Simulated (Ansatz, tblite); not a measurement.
# TCNQ (C12H4N4): rung by rung

One table from this session's results is given with a row withheld; the runs are named, their logs left out.

Program: Ansatz 0.2.0, Gaussian basis. Level of theory: as each input shows. These are calculated values, not measurements.

The runs, in order: GFN1-xTB, GFN2-xTB, PBE-D4/def2-TZVP, r2SCAN-D4/def2-TZVP, r2SCAN0-D4/def2-TZVP, revPBE-D4/def2-TZVP, PBE-D4/def2-SVP, PBE0-D4/def2-SVP, HF/6-31G, B3LYP-D4/6-31G, MP2/def2-SVP.

4 further runs of the same task are left out: 4 that didn't finish. Runs told in other sessions of the task aren't counted.

### The structure

The singlet was relaxed beforehand with PBE-D4/def2-SVP.

20 atoms, charge 0, spin multiplicity 1.

Bond lengths: N1–C2 1.176 Å, C2–C3 1.427 Å, C3–C4 1.427 Å, C3–C6 1.409 Å, C4–N5 1.176 Å, C6–C7 1.445 Å, C6–C16 1.445 Å, C7–C8 1.370 Å, C7–H17 1.100 Å, C8–C9 1.445 Å, C8–H18 1.100 Å, C9–C10 1.409 Å, C9–C15 1.445 Å, C10–C11 1.427 Å, C10–C13 1.427 Å, C11–N12 1.176 Å, C13–N14 1.176 Å, C15–C16 1.370 Å and more. Angles: N1–C2–C3 179.4°, C2–C3–C4 116.9°, C2–C3–C6 121.5°, C4–C3–C6 121.5°, C3–C4–N5 179.4°, C3–C6–C7 120.9°, C3–C6–C16 120.9°, C7–C6–C16 118.3°, C6–C7–C8 120.9°, C6–C7–H17 118.8°, C8–C7–H17 120.4°, C7–C8–C9 120.9°, C7–C8–H18 120.4°, C9–C8–H18 118.8°, C8–C9–C10 120.9°, C8–C9–C15 118.3°, C10–C9–C15 120.9°, C9–C10–C11 121.5° and more.

PBE0-D4/def2-TZVP was run before; its log isn't repeated, and its numbers join the tables.

The first run:

Tight binding, by tblite at 300 K electronic temperature and without a spin-polarisation term:

```python
tblite.interface.Calculator('GFN1-xTB', numbers, positions, charge=0, uhf=0).singlepoint()
```

Tight binding, by tblite at 300 K electronic temperature and without a spin-polarisation term:

```python
tblite.interface.Calculator('GFN2-xTB', numbers, positions, charge=0, uhf=0).singlepoint()
```

start.molden holds the orbitals of an earlier run on this state, given as this run's starting guess.

in.yaml reads:

```yaml
crystal:
  periodic: [false, false, false]
  atoms:
    - {symbol: N, position_ang: [4.279427, -1.768766, -1.014467]}
    - {symbol: C, position_ang: [3.630394, -0.906962, -0.546329]}
    - {symbol: C, position_ang: [2.831405, 0.131527, 0.018088]}
    - {symbol: C, position_ang: [3.523415, 1.239352, 0.591894]}
    - {symbol: N, position_ang: [4.083701, 2.157461, 1.067557]}
    - {symbol: C, position_ang: [1.424348, 0.065944, 0.009498]}
    - {symbol: C, position_ang: [0.738609, -1.063011, -0.575689]}
    - {symbol: C, position_ang: [-0.629492, -1.126552, -0.584485]}
    - {symbol: C, position_ang: [-1.424369, -0.066408, -0.008737]}
    - {symbol: C, position_ang: [-2.831446, -0.131436, -0.018295]}
    - {symbol: C, position_ang: [-3.630322, 0.907460, 0.545537]}
    - {symbol: N, position_ang: [-4.279133, 1.769747, 1.013092]}
    - {symbol: C, position_ang: [-3.523496, -1.238818, -0.592902]}
    - {symbol: N, position_ang: [-4.083809, -2.156424, -1.069507]}
    - {symbol: C, position_ang: [-0.738625, 1.062367, 0.576785]}
    - {symbol: C, position_ang: [0.629472, 1.125911, 0.585577]}
    - {symbol: H, position_ang: [1.336213, -1.874985, -1.016587]}
    - {symbol: H, position_ang: [-1.143554, -1.990198, -1.032448]}
    - {symbol: H, position_ang: [-1.336239, 1.874278, 1.017789]}
    - {symbol: H, position_ang: [1.143521, 1.989514, 1.033638]}
basis:
  gaussian: {orbitals: def2-TZVP, initial_orbitals: start.molden}
hamiltonian: {xc: pbe, dispersion: d4}
scf: {omitted_lower_state_checks: [starts]}
output: {forces: true, orbitals: {seedname: orbitals}}
```

Launch:

```console
$ ansatz run in.yaml --threads 4 --pin off --events-out ev --progress --plain --max-ram 6963MiB
```

Steps of the session up to this table: PBE-D4/def2-TZVP; r2SCAN-D4/def2-TZVP; r2SCAN0-D4/def2-TZVP; revPBE-D4/def2-TZVP; PBE-D4/def2-SVP; PBE0-D4/def2-SVP; HF/6-31G; B3LYP-D4/6-31G; MP2/def2-SVP.

One of the session's tables, all rows but one given; the rest of the session is left out.

It belongs to the step «Binding energy». 

```
               level  binding an atom (eV)
            HF/6-31G                     ?
         HF/def2-SVP                 3.846
     PBE-D4/def2-SVP                 6.029
    PBE-D4/def2-TZVP                 5.940
 revPBE-D4/def2-TZVP                 5.757
 r2SCAN-D4/def2-TZVP                 5.627
      B3LYP-D4/6-31G                 5.399
    PBE0-D4/def2-SVP                 5.789
   PBE0-D4/def2-TZVP                 5.700
r2SCAN0-D4/def2-TZVP                 5.447
        MP2/def2-SVP                 5.582
```

Estimate the missing values for HF/6-31G.

The run gave: binding an atom (eV): 3.384. In the column «binding an atom (eV)» it is the lowest.

Caveats from the session: Free atoms were run apart at each level; binding is atoms less cluster, divided by the number of atoms, without zero-point or spin-orbit terms.
